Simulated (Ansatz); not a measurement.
# C₃H₃F (SMILES C#CCF): functionals against CCSD(T) at one geometry

One table from this session's results is given with a row withheld; the runs are named, their logs left out.

The runs use Ansatz 0.2.0, Gaussian basis; single points in def2-TZVPP.

Correlated methods freeze the cores.

**Where the work starts**

SMILES `C#CCF`, 7 atoms, charge 0, spin multiplicity 1.

Atoms are counted from 1 here; the program's logs count them from 0.

Bond lengths: C1–C2 1.294 Å, C1–H5 0.972 Å, C2–C3 1.558 Å, C3–H6 1.031 Å, C3–H7 1.173 Å. Angles: C2–C1–H5 161.9°, C1–C2–C3 166.4°, C2–C3–H6 110.1°, C2–C3–H7 100.8°, H6–C3–H7 125.7°.

Coordinates:

```
C    -1.2576    0.9624   -0.9099
C    -0.2176    0.4016   -0.3832
C     0.7878   -0.4074    0.4905
F     0.1375   -1.7335    0.8343
H    -1.8260    1.4885   -1.4978
H     1.6750   -0.5372   -0.0190
H     0.6650    0.1320    1.5246
```

Set-up of the first run:

Input file run/in.yaml:

```yaml
crystal:
  periodic: [false, false, false]
  atoms:
    - {symbol: C, position_ang: [-1.257600, 0.962400, -0.909900]}
    - {symbol: C, position_ang: [-0.217600, 0.401600, -0.383200]}
    - {symbol: C, position_ang: [0.787800, -0.407400, 0.490500]}
    - {symbol: F, position_ang: [0.137500, -1.733500, 0.834300]}
    - {symbol: H, position_ang: [-1.826000, 1.488500, -1.497800]}
    - {symbol: H, position_ang: [1.675000, -0.537200, -0.019000]}
    - {symbol: H, position_ang: [0.665000, 0.132000, 1.524600]}
basis:
  gaussian: {orbitals: def2-TZVPP}
correlation: {method: ccsd_t}
output: {forces: true}
```

The command line of these runs was not kept.

Steps of the session up to this table: CCSD(T)/def2-TZVPP; PBE0-D4/def2-TZVPP; wB97M-V/def2-TZVPP; r2SCAN-D4/def2-TZVPP; PBE-D4/def2-TZVPP; SPW92/def2-TZVPP; r2SCAN0-D4/def2-TZVPP.

One table of the session follows, with a row left open; its other results are not shown here.

```
    method  RMS force component (eV/Å)  angle to CCSD(T) forces (°)  dipole (D)
   CCSD(T)                       3.292                    reference        2.08
   PBE0-D4                       3.622                          3.9        2.09
   wB97M-V                       3.646                          5.7        2.10
 r2SCAN-D4                       3.475                          3.8        2.04
    PBE-D4                           ?                            ?           ?
     SPW92                       3.529                          4.2        2.02
r2SCAN0-D4                       3.705                          5.2        2.14
```

**Question.** Estimate the row for PBE-D4.

**Answer.** RMS force component (eV/Å): 3.332; angle to CCSD(T) forces (°): 4.1; dipole (D): 1.96. In the column «RMS force component (eV/Å)» it lies between CCSD(T) (3.292) and r2SCAN-D4 (3.475).
